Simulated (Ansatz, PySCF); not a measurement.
Bond stretch in CH₄O, SMILES CO. The C1–H6 bond (C1 also carries H, H, O; H6 carries nothing else) is pulled apart rigidly from the PBE0/def2-TZVP optimised geometry.

- UKS-BHandHLYP = unrestricted BHandHLYP/cc-pVDZ in PySCF
- UCCSDT(Q) = CCSDT(Q) on UHF/cc-pVDZ, frozen core in Ansatz (a first-principles code)
- UMP2/6-31G* = unrestricted MP2 (frozen core)/6-31G*, spherical d in PySCF

Energies are in mEh, each relative to the lowest point of its own curve near equilibrium.

| R / Å | UKS-BHandHLYP | UCCSDT(Q) | UMP2/6-31G* |
|---|---|---|---|
| 0.81 | 93.3 | 99.5 | 92.7 |
| 0.87 | 50.4 | 54.9 | 49.8 |
| 0.93 | 23.5 | 26.6 | 23.1 |
| 0.98 | 10.1 | 12.1 | 9.9 |
| 1.01 | 5.1 | 6.5 | 4.9 |
| 1.06 | 0.7 | 1.2 | 0.6 |
| 1.09 | 0.0 | 0.0 | 0.0 |
| 1.12 | 0.5 | 0.0 | 0.5 |
| 1.16 | 2.6 | 1.6 | 2.8 |
| 1.19 | 5.2 | 3.7 | 5.3 |
| 1.26 | 13.5 | 11.0 | 13.7 |
| 1.37 | 30.7 | 26.8 | 30.9 |
| 1.47 | 48.5 | 43.2 | 48.7 |
| 1.64 | 79.9 | 71.4 | 80.7 |
| 1.80 | 108.1 | 95.6 | 120.1 |
| 1.98 | 134.4 | 118.4 | 143.0 |
| 2.20 | 153.4 | 139.4 | 156.6 |
| 2.39 | 162.7 | — | 162.3 |
| 2.65 | 169.6 | — | 166.0 |
| 2.94 | 173.3 | — | 167.7 |
| 3.29 | 175.3 | — | 168.5 |
| 3.80 | 176.4 | — | 168.9 |

At the longest distance, 3.80 Å, UKS-BHandHLYP lies highest above its minimum (176.4 mEh) and UMP2/6-31G* lowest (168.9 mEh).

A dash means that the run gave no value there, or that the column was ended at a point which the program doubted or which failed a test of continuity chosen for this set; such a test can also cut sound points.

The unrestricted determinant behind UKS-BHandHLYP is spin-contaminated at 1.98 to 3.80 Å (<S²> up to 1.0, against 0.00 for a pure singlet). The unrestricted determinant behind UCCSDT(Q) is spin-contaminated at 1.80 to 3.80 Å (<S²> up to 1.0, against 0.00 for a pure singlet). The unrestricted determinant behind UMP2/6-31G* is spin-contaminated at 1.64 to 3.80 Å (<S²> up to 1.0, against 0.00 for a pure singlet).
